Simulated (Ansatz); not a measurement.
Relaxation of BH$_{6}$Si$_{2}$ (9 atoms, charge 0, multiplicity 2), to a largest force component of 0.02 eV/Å in at most 50 steps.

The calculation used Ansatz, UHF/def2-SVP.

```xyz
9
Properties=species:S:1:pos:R:3
B -1.061 1.084 -1.534
Si 0.039 0.788 -0.021
Si 0.696 -1.160 1.024
H -1.464 0.172 -2.160
H -1.375 2.162 -1.879
H 0.641 1.908 0.748
H 1.817 -1.833 0.351
H -0.405 -2.132 1.048
H 1.112 -0.990 2.423
```

Question: Where does it end, and by what steps?

Answer: The run converged. The force dipped under the threshold on the way, but the program's further checks kept it going. After 17 steps the energy has fallen by 0.160 eV; H8 moved furthest, 0.56 Å.

| step | energy less start (eV) | largest force component (eV/Å) | accepted |
| --- | --- | --- | --- |
| 0 | 0.0000 | 1.153 | yes |
| 1 | -0.0871 | 0.564 | yes |
| 2 | -0.1440 | 0.155 | yes |
| 3 | -0.1505 | 0.034 | yes |
| 4 | -0.1526 | 0.019 | yes |
| 5 | -0.1521 | 0.130 | no |
| 6 | -0.1532 | 0.071 | yes |
| 7 | -0.1529 | 0.125 | no |
| 8 | -0.1532 | 0.072 | yes |
| 9 | -0.1556 | 0.031 | yes |
| 10 | -0.1564 | 0.074 | yes |
| 11 | -0.1569 | 0.060 | yes |
| 12 | -0.1582 | 0.056 | yes |
| 13 | -0.1588 | 0.056 | yes |
| 14 | -0.1591 | 0.060 | yes |
| 15 | -0.1588 | 0.065 | no |
| 16 | -0.1595 | 0.024 | yes |
| 17 | -0.1596 | 0.016 | yes |

```xyz
9
Properties=species:S:1:pos:R:3
B -1.175 1.074 -1.426
Si 0.193 0.832 -0.034
Si 0.709 -1.211 1.018
H -1.828 0.140 -1.796
H -1.361 2.153 -1.915
H 1.013 1.979 0.424
H 2.098 -1.628 0.704
H -0.230 -2.250 0.532
H 0.582 -1.089 2.492
```

Whether the end is a true minimum wasn't checked by a vibrational analysis.

The run took 11 s on 2 threads of AMD EPYC 9R14 (Zen 4), with other jobs on the host, peak memory 0.18 GiB.
